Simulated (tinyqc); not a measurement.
ROHF in the sto-6g basis, for H2O, spin multiplicity 3, step by step. One step of it, computed by the program tinyqc.

Question. Iteration 1: building the Fock matrix. J_ij = sum D_kl (ij|kl) with D = D(alpha) + D(beta), K_ij = sum D_kl (ik|jl) for each spin; F = H + J - K(s); E = tr D H + tr D J / 2 - 0.5 sum_s tr D(s) K(s) + E_nn.

D(alpha) at the start, order 1O 1s, 1O 2s, 1O 2px, 1O 2py, 1O 2pz, 2H 1s, 3H 1s:
$$\begin{pmatrix}
1.063849 & -0.301002 & 0.000000 & 0.000000 & -0.025231 & 0.069490 & 0.069490 \\
-0.301002 & 1.492256 & 0.000000 & 0.000000 & 0.193555 & -0.533081 & -0.533081 \\
0.000000 & 0.000000 & 1.000000 & 0.000000 & 0.000000 & 0.000000 & 0.000000 \\
0.000000 & 0.000000 & 0.000000 & 1.152410 & 0.000000 & -0.162928 & 0.162928 \\
-0.025231 & 0.193555 & 0.000000 & 0.000000 & 1.085962 & -0.236754 & -0.236754 \\
0.069490 & -0.533081 & 0.000000 & -0.162928 & -0.236754 & 0.675094 & 0.629025 \\
0.069490 & -0.533081 & 0.000000 & 0.162928 & -0.236754 & 0.629025 & 0.675094
\end{pmatrix}$$

D(beta) at the start, order 1O 1s, 1O 2s, 1O 2px, 1O 2py, 1O 2pz, 2H 1s, 3H 1s:
$$\begin{pmatrix}
1.062102 & -0.281177 & 0.000000 & 0.000000 & -0.017460 & 0.036399 & 0.036399 \\
-0.281177 & 1.267253 & 0.000000 & 0.000000 & 0.105363 & -0.157518 & -0.157518 \\
0.000000 & 0.000000 & 0.000000 & 0.000000 & 0.000000 & 0.000000 & 0.000000 \\
0.000000 & 0.000000 & 0.000000 & 1.152410 & 0.000000 & -0.162928 & 0.162928 \\
-0.017460 & 0.105363 & 0.000000 & 0.000000 & 1.051395 & -0.089549 & -0.089549 \\
0.036399 & -0.157518 & 0.000000 & -0.162928 & -0.089549 & 0.048224 & 0.002154 \\
0.036399 & -0.157518 & 0.000000 & 0.162928 & -0.089549 & 0.002154 & 0.048224
\end{pmatrix}$$

core Hamiltonian H = T + V (hartree), order 1O 1s, 1O 2s, 1O 2px, 1O 2py, 1O 2pz, 2H 1s, 3H 1s:
$$\begin{pmatrix}
-32.905488 & -7.272526 & 0.000000 & 0.000000 & -0.013410 & -1.304959 & -1.304959 \\
-7.272526 & -9.126203 & 0.000000 & 0.000000 & -0.154577 & -2.973622 & -2.973622 \\
0.000000 & 0.000000 & -7.374957 & 0.000000 & 0.000000 & 0.000000 & 0.000000 \\
0.000000 & 0.000000 & 0.000000 & -7.509879 & 0.000000 & -1.840379 & 1.840379 \\
-0.013410 & -0.154577 & 0.000000 & 0.000000 & -7.426481 & -1.175459 & -1.175459 \\
-1.304959 & -2.973622 & 0.000000 & -1.840379 & -1.175459 & -4.569571 & -0.930928 \\
-1.304959 & -2.973622 & 0.000000 & 1.840379 & -1.175459 & -0.930928 & -4.569571
\end{pmatrix}$$

Two-electron integrals (ij|kl) in chemists' order, unique and non-zero (hartree):
```
(11|11) 4.787491    (21|11) 0.675884    (21|21) 0.121505    (22|11) 1.117379
(22|21) 0.249212    (22|22) 0.817383    (31|31) 0.025762    (32|31) 0.039145
(32|32) 0.180664    (33|11) 1.117381    (33|21) 0.249212    (33|22) 0.817382
(33|33) 0.880663    (41|41) 0.025762    (42|41) 0.039145    (42|42) 0.180664
(43|43) 0.047461    (44|11) 1.117381    (44|21) 0.249212    (44|22) 0.817382
(44|33) 0.785741    (44|44) 0.880663    (51|51) 0.025762    (52|51) 0.039145
(52|52) 0.180664    (53|53) 0.047461    (54|54) 0.047461    (55|11) 1.117381
(55|21) 0.249212    (55|22) 0.817382    (55|33) 0.785741    (55|44) 0.785741
(55|55) 0.880663    (61|11) 0.128316    (61|21) 0.022117    (61|22) 0.044395
(61|33) 0.044300    (61|41) 0.000922    (61|42) 0.001805    (61|44) 0.044506
(61|51) 0.000570    (61|52) 0.001115    (61|54) 0.000127    (61|55) 0.044379
(61|61) 0.004103    (62|11) 0.321779    (62|21) 0.072820    (62|22) 0.265688
(62|33) 0.261209    (62|41) 0.004973    (62|42) 0.037210    (62|44) 0.270933
(62|51) 0.003073    (62|52) 0.022994    (62|54) 0.006009    (62|55) 0.264923
(62|61) 0.013337    (62|62) 0.108974    (63|31) 0.007959    (63|32) 0.045239
(63|43) 0.007618    (63|53) 0.004708    (63|63) 0.015126    (64|11) 0.201674
(64|21) 0.046274    (64|22) 0.180048    (64|33) 0.172025    (64|41) 0.010699
(64|42) 0.068840    (64|44) 0.193652    (64|51) 0.001693    (64|52) 0.014585
(64|54) 0.008657    (64|55) 0.174466    (64|61) 0.008848    (64|62) 0.089769
(64|64) 0.088214    (65|11) 0.124627    (65|21) 0.028596    (65|22) 0.111263
(65|33) 0.106306    (65|41) 0.001693    (65|42) 0.014585    (65|44) 0.110255
(65|51) 0.009006    (65|52) 0.054252    (65|54) 0.010059    (65|55) 0.117229
(65|61) 0.005468    (65|62) 0.055474    (65|64) 0.045166    (65|65) 0.043037
(66|11) 0.476146    (66|21) 0.109759    (66|22) 0.459008    (66|33) 0.441014
(66|41) 0.009408    (66|42) 0.097194    (66|44) 0.480077    (66|51) 0.005814
(66|52) 0.060063    (66|54) 0.024139    (66|55) 0.455931    (66|61) 0.020290
(66|62) 0.242464    (66|64) 0.227788    (66|65) 0.140765    (66|66) 0.774999
(71|11) 0.128316    (71|21) 0.022117    (71|22) 0.044395    (71|33) 0.044300
(71|41) -0.000922   (71|42) -0.001805   (71|44) 0.044506    (71|51) 0.000570
(71|52) 0.001115    (71|54) -0.000127   (71|55) 0.044379    (71|61) 0.004032
(71|62) 0.012819    (71|64) 0.007780    (71|65) 0.005259    (71|66) 0.019251
(71|71) 0.004103    (72|11) 0.321779    (72|21) 0.072820    (72|22) 0.265688
(72|33) 0.261209    (72|41) -0.004973   (72|42) -0.037210   (72|44) 0.270933
(72|51) 0.003073    (72|52) 0.022994    (72|54) -0.006009   (72|55) 0.264923
(72|61) 0.012819    (72|62) 0.084778    (72|64) 0.048796    (72|65) 0.041846
(72|66) 0.150212    (72|71) 0.013337    (72|72) 0.108974    (73|31) 0.007959
(73|32) 0.045239    (73|43) -0.007618   (73|53) 0.004708    (73|63) 0.011275
(73|73) 0.015126    (74|11) -0.201674   (74|21) -0.046274   (74|22) -0.180048
(74|33) -0.172025   (74|41) 0.010699    (74|42) 0.068840    (74|44) -0.193652
(74|51) -0.001693   (74|52) -0.014585   (74|54) 0.008657    (74|55) -0.174466
(74|61) -0.007780   (74|62) -0.048796   (74|64) -0.017505   (74|65) -0.023605
(74|66) -0.079131   (74|71) -0.008848   (74|72) -0.089769   (74|74) 0.088214
(75|11) 0.124627    (75|21) 0.028596    (75|22) 0.111263    (75|33) 0.106306
(75|41) -0.001693   (75|42) -0.014585   (75|44) 0.110255    (75|51) 0.009006
(75|52) 0.054252    (75|54) -0.010059   (75|55) 0.117229    (75|61) 0.005259
(75|62) 0.041846    (75|64) 0.023605    (75|65) 0.031577    (75|66) 0.080546
(75|71) 0.005468    (75|72) 0.055474    (75|74) -0.045166   (75|75) 0.043037
(76|11) 0.093054    (76|21) 0.021241    (76|22) 0.083240    (76|33) 0.081567
(76|44) 0.083447    (76|51) 0.001456    (76|52) 0.012661    (76|55) 0.084707
(76|61) 0.003833    (76|62) 0.032855    (76|64) 0.023571    (76|65) 0.018836
(76|66) 0.073899    (76|71) 0.003833    (76|72) 0.032855    (76|74) -0.023571
(76|75) 0.018836    (76|76) 0.012190    (77|11) 0.476146    (77|21) 0.109759
(77|22) 0.459008    (77|33) 0.441014    (77|41) -0.009408   (77|42) -0.097194
(77|44) 0.480077    (77|51) 0.005814    (77|52) 0.060063    (77|54) -0.024139
(77|55) 0.455931    (77|61) 0.019251    (77|62) 0.150212    (77|64) 0.079131
(77|65) 0.080546    (77|66) 0.284637    (77|71) 0.020290    (77|72) 0.242464
(77|74) -0.227788   (77|75) 0.140765    (77|76) 0.073899    (77|77) 0.774999
```

nuclear repulsion = 8.08130951 hartree

Give: Coulomb J; exchange K(alpha); exchange K(beta); F(alpha); F(beta); total energy of this density.

Answer.

Coulomb J (hartree), order 1O 1s, 1O 2s, 1O 2px, 1O 2py, 1O 2pz, 2H 1s, 3H 1s:
$$\begin{pmatrix}
18.1016 & 3.2356 & 0.0000 & 0.0000 & 0.0092 & 0.5931 & 0.5931 \\
3.2356 & 8.4633 & 0.0000 & 0.0000 & 0.0547 & 2.7075 & 2.7075 \\
0.0000 & 0.0000 & 8.3871 & 0.0000 & 0.0000 & 0.0000 & 0.0000 \\
0.0000 & 0.0000 & 0.0000 & 8.5098 & 0.0000 & 1.8217 & -1.8217 \\
0.0092 & 0.0547 & 0.0000 & 0.0000 & 8.4930 & 1.1395 & 1.1395 \\
0.5931 & 2.7075 & 0.0000 & 1.8217 & 1.1395 & 4.6898 & 0.8430 \\
0.5931 & 2.7075 & 0.0000 & -1.8217 & 1.1395 & 0.8430 & 4.6898
\end{pmatrix}$$

exchange K(alpha) (hartree), order 1O 1s, 1O 2s, 1O 2px, 1O 2py, 1O 2pz, 2H 1s, 3H 1s:
$$\begin{pmatrix}
4.9490 & 0.7976 & 0.0000 & 0.0000 & 0.0008 & 0.1559 & 0.1559 \\
0.7976 & 1.4455 & 0.0000 & 0.0000 & 0.0169 & 0.4503 & 0.4503 \\
0.0000 & 0.0000 & 1.1913 & 0.0000 & 0.0000 & 0.0000 & 0.0000 \\
0.0000 & 0.0000 & 0.0000 & 1.2062 & 0.0000 & 0.2374 & -0.2374 \\
0.0008 & 0.0169 & 0.0000 & 0.0000 & 1.1990 & 0.1638 & 0.1638 \\
0.1559 & 0.4503 & 0.0000 & 0.2374 & 0.1638 & 0.5358 & 0.2300 \\
0.1559 & 0.4503 & 0.0000 & -0.2374 & 0.1638 & 0.2300 & 0.5358
\end{pmatrix}$$

exchange K(beta) (hartree), order 1O 1s, 1O 2s, 1O 2px, 1O 2py, 1O 2pz, 2H 1s, 3H 1s:
$$\begin{pmatrix}
4.9198 & 0.7581 & 0.0000 & 0.0000 & 0.0006 & 0.1490 & 0.1490 \\
0.7581 & 1.2445 & 0.0000 & 0.0000 & 0.0018 & 0.3429 & 0.3429 \\
0.0000 & 0.0000 & 0.3064 & 0.0000 & 0.0000 & 0.0000 & 0.0000 \\
0.0000 & 0.0000 & 0.0000 & 1.1364 & 0.0000 & 0.1845 & -0.1845 \\
0.0006 & 0.0018 & 0.0000 & 0.0000 & 1.1378 & 0.1137 & 0.1137 \\
0.1490 & 0.3429 & 0.0000 & 0.1845 & 0.1137 & 0.1515 & 0.0783 \\
0.1490 & 0.3429 & 0.0000 & -0.1845 & 0.1137 & 0.0783 & 0.1515
\end{pmatrix}$$

F(alpha) (hartree), order 1O 1s, 1O 2s, 1O 2px, 1O 2py, 1O 2pz, 2H 1s, 3H 1s:
$$\begin{pmatrix}
-19.7529 & -4.8345 & 0.0000 & 0.0000 & -0.0050 & -0.8677 & -0.8677 \\
-4.8345 & -2.1084 & 0.0000 & 0.0000 & -0.1168 & -0.7164 & -0.7164 \\
0.0000 & 0.0000 & -0.1791 & 0.0000 & 0.0000 & 0.0000 & 0.0000 \\
0.0000 & 0.0000 & 0.0000 & -0.2063 & 0.0000 & -0.2562 & 0.2562 \\
-0.0050 & -0.1168 & 0.0000 & 0.0000 & -0.1325 & -0.1998 & -0.1998 \\
-0.8677 & -0.7164 & 0.0000 & -0.2562 & -0.1998 & -0.4155 & -0.3179 \\
-0.8677 & -0.7164 & 0.0000 & 0.2562 & -0.1998 & -0.3179 & -0.4155
\end{pmatrix}$$

F(beta) (hartree), order 1O 1s, 1O 2s, 1O 2px, 1O 2py, 1O 2pz, 2H 1s, 3H 1s:
$$\begin{pmatrix}
-19.7237 & -4.7951 & 0.0000 & 0.0000 & -0.0047 & -0.8608 & -0.8608 \\
-4.7951 & -1.9074 & 0.0000 & 0.0000 & -0.1017 & -0.6091 & -0.6091 \\
0.0000 & 0.0000 & 0.7058 & 0.0000 & 0.0000 & 0.0000 & 0.0000 \\
0.0000 & 0.0000 & 0.0000 & -0.1365 & 0.0000 & -0.2032 & 0.2032 \\
-0.0047 & -0.1017 & 0.0000 & 0.0000 & -0.0713 & -0.1497 & -0.1497 \\
-0.8608 & -0.6091 & 0.0000 & -0.2032 & -0.1497 & -0.0313 & -0.1661 \\
-0.8608 & -0.6091 & 0.0000 & 0.2032 & -0.1497 & -0.1661 & -0.0313
\end{pmatrix}$$

total energy of this density = -74.502057 hartree
